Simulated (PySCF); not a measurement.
Gas-phase reaction: 3 CH3C(CH3)2CH3 = 3 C4H10 (n-butane) + C3H6 (cyclic)

Method: PySCF energies (xtb for GFN2) plus ideal-gas RRHO corrections (1 bar). Table values come from the NASA 1993 polynomials. † marks an energy on the PBE0/def2-TZVP geometry and frequencies; other levels use their own. CCSD(T) freezes the core. 6-31G* has spherical d functions here. All species are closed-shell singlets. B3LYP is the form with VWN-RPA correlation. CCSD(T) isn't extrapolated to the basis-set limit. The table's entry may be an old estimate for CH3C(CH3)2CH3 (not checked at source).

| level | ΔH°(298 K), kJ |
|---|---|
| table | 176.9 |
| B3LYP/6-31G* | 130.7 |
| BLYP/def2-TZVP† | [?] |
| CCSD(T)/def2-SVP† | [?] |
| GFN2-xTB | 163.5 |
| r2SCAN/def2-TZVP† | 159.4 |
| ωB97M-V/def2-TZVP† | [?] |

Q: Some entries are withheld; supply them.

A: 
- BLYP/def2-TZVP†, ΔH°(298 K), kJ: 102.4
- CCSD(T)/def2-SVP†, ΔH°(298 K), kJ: 183.4
- ωB97M-V/def2-TZVP†, ΔH°(298 K), kJ: 169.5
